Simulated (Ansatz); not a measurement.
**CH3NSi: taking an electron away**

The task here is to estimate one member of a computed series from the others.

Method: unrestricted cation, the program's frozen cores in correlated methods; program: Ansatz 0.2.0, Gaussian basis.

Levels to be run: UKS PBE-D4/def2-TZVPP; UKS r2SCAN-D4/def2-TZVPP; UKS PBE0-D4/def2-TZVPP; UKS B3LYP-D4/def2-TZVPP; UKS wB97X-V/def2-TZVPP; UKS wB97M-V/def2-TZVPP; UKS B2PLYP/def2-TZVPP; UHF-CCSD(T)/def2-TZVPP; UHF-MP2/def2-QZVPP; extrapolation to the limit; then −ε(HOMO) from the neutral's earlier runs with LDA (SPW92), PBE-D4, revPBE-D4, BLYP-D4, r2SCAN-D4, B97M-V, PBE0-D4, B3LYP-D4, r2SCANh-D4, r2SCAN0-D4, HSE06-D4, BHLYP-D4, CAM-B3LYP-D4, LC-ωPBE, ωB97X-V, ωB97M-V.

**The relaxed structure**

All runs share one geometry, relaxed beforehand with PBE0-D4 in a triple-zeta def2 set.

SMILES `N#C[SiH3]`, 6 atoms, charge 0, spin multiplicity 1.

Atoms are counted from 1 here; the program's logs count them from 0.

Bond lengths: N1–C2 1.152 Å, C2–Si3 1.848 Å, Si3–H4 1.479 Å, Si3–H5 1.479 Å, Si3–H6 1.479 Å. Angles: N1–C2–Si3 179.9°, C2–Si3–H4 107.5°, C2–Si3–H5 107.5°, C2–Si3–H6 107.5°, H4–Si3–H5 111.4°, H4–Si3–H6 111.4°, H5–Si3–H6 111.4°.

The first run:

File in.yaml:

```yaml
crystal:
  periodic: [false, false, false]
  atoms:
    - {symbol: N, position_ang: [1.096306, -1.885168, 1.054185]}
    - {symbol: C, position_ang: [0.575969, -0.990760, 0.548729]}
    - {symbol: Si, position_ang: [-0.257320, 0.444212, -0.265378]}
    - {symbol: H, position_ang: [-1.415128, -0.083350, -1.019168]}
    - {symbol: H, position_ang: [0.729295, 1.077901, -1.166582]}
    - {symbol: H, position_ang: [-0.687021, 1.373165, 0.802013]}
basis:
  gaussian: {orbitals: def2-TZVPP}
total_charge: 1
magnetization: {spin_polarized: true, initial_magnetization: 1}
hamiltonian: {xc: pbe, dispersion: d4}
```

Run with:

```
> ansatz run in.yaml --threads 4 --pin off --events-out ev --progress --plain --max-ram 10444MiB
```

Steps of the session up to this table: Cation, UKS PBE-D4/def2-TZVPP; Cation, UKS r2SCAN-D4/def2-TZVPP; Cation, UKS PBE0-D4/def2-TZVPP; Cation, UKS B3LYP-D4/def2-TZVPP; Cation, UKS wB97X-V/def2-TZVPP; Cation, UKS wB97M-V/def2-TZVPP; Cation, UKS B2PLYP (frozen core)/def2-TZVPP; Cation, UHF-CCSD(T)/def2-TZVPP; Cation, UHF-MP2/def2-QZVPP.

One of the session's tables, all rows but one given; the rest of the session is left out.

It belongs to the step «Ionisation energies side by side». Orbital estimates, from the neutral's runs:

| functional | −ε(HOMO) (eV) |
| --- | --- |
| LDA (SPW92) | 8.67 |
| PBE-D4 | 8.53 |
| revPBE-D4 | ? |
| BLYP-D4 | 8.38 |
| r2SCAN-D4 | 8.83 |
| B97M-V | 8.84 |
| PBE0-D4 | 9.86 |
| B3LYP-D4 | 9.61 |
| r2SCANh-D4 | 9.32 |
| r2SCAN0-D4 | 10.06 |
| HSE06-D4 | 9.45 |
| BHLYP-D4 | 11.06 |
| CAM-B3LYP-D4 | 11.27 |
| LC-ωPBE | 12.74 |
| ωB97X-V | 12.30 |
| ωB97M-V | 12.15 |

Q: Estimate the row for revPBE-D4 from the others.

**Answer.** −ε(HOMO) (eV): 8.47. In the column «−ε(HOMO) (eV)» it lies between BLYP-D4 (8.38) and PBE-D4 (8.53).
